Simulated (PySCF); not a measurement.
Ethynyl isothiocyanate, C3HNS.
Cartesian coordinates in Å at the PBE0-D3(BJ)/def2-SVP level; atoms count from 1:
```
atom  x, y, z in Å
C1    -0.9829    1.6281    0.4999
C2    -0.3662    0.6060    0.2678
N3     0.2885   -0.4798    0.0192
C4     0.8953   -1.4830   -0.2096
S5     1.6924   -2.8013   -0.5102
H6    -1.5272    2.5301    0.7059
```

The closed-shell ground state was solved at several levels (PySCF, density fitting, gas phase, non-relativistic).

```json
{"level": "B3LYP/def2-SVPD", "basis functions": "115", "total energy (Eh)": "-567.5556", "HOMO (eV)": "-7.15", "LUMO (eV)": "-1.67", "gap (eV)": "5.48", "dipole (D)": "1.52"}
{"level": "B3LYP/cc-pVTZ", "basis functions": "168", "total energy (Eh)": "-567.8703", "HOMO (eV)": "-7.09", "LUMO (eV)": "-1.57", "gap (eV)": "5.52", "dipole (D)": "1.45"}
{"level": "PBE0/pcSseg-1", "basis functions": "97", "total energy (Eh)": "-567.3944", "HOMO (eV)": "-7.39", "LUMO (eV)": "-1.44", "gap (eV)": "5.95", "dipole (D)": "1.56"}
{"level": "B3LYP/def2-TZVP", "basis functions": "167", "total energy (Eh)": "-567.8716", "HOMO (eV)": "-7.10", "LUMO (eV)": "-1.62", "gap (eV)": "5.48", "dipole (D)": "1.39"}
{"level": "B3LYP/aug-cc-pVTZ-J", "basis functions": "272", "total energy (Eh)": "-567.8833", "HOMO (eV)": "-7.13", "LUMO (eV)": "-1.70", "gap (eV)": "5.43", "dipole (D)": "1.40"}
```

(1) Estimate the row for B3LYP/6-31G*, a basis of 76 functions; the other rows only guide the guess.

(2) Over all these levels, which gives the widest orbital gap and which the narrowest?

(3) How much does the basis alone move the frontier levels among the 5 B3LYP rows (the withheld one included)?

(4) How far do the dipole and the HOMO energy spread over the levels?

## Answers

(1) Total energy -567.7633 Eh, HOMO -6.87 eV, LUMO -1.29 eV, gap 5.58 eV, dipole 1.93 D.

(2) PBE0/pcSseg-1 (global hybrid, 25 % exact exchange) has the widest, 5.95 eV, and B3LYP/aug-cc-pVTZ-J (global hybrid, 20 % exact exchange) the narrowest, 5.43 eV. Functional and basis both differ between the two, so the spread mixes both effects.

(3) The HOMO by 0.28 eV and the LUMO by 0.41 eV. By rising basis size (HOMO, LUMO in eV): 6-31G* -6.87, -1.29; def2-SVPD -7.15, -1.67; def2-TZVP -7.10, -1.62; cc-pVTZ -7.09, -1.57; aug-cc-pVTZ-J -7.13, -1.70.

(4) The dipole runs from 1.39 to 1.93 D (mean 1.54 D) and the HOMO from -7.39 to -6.87 eV.
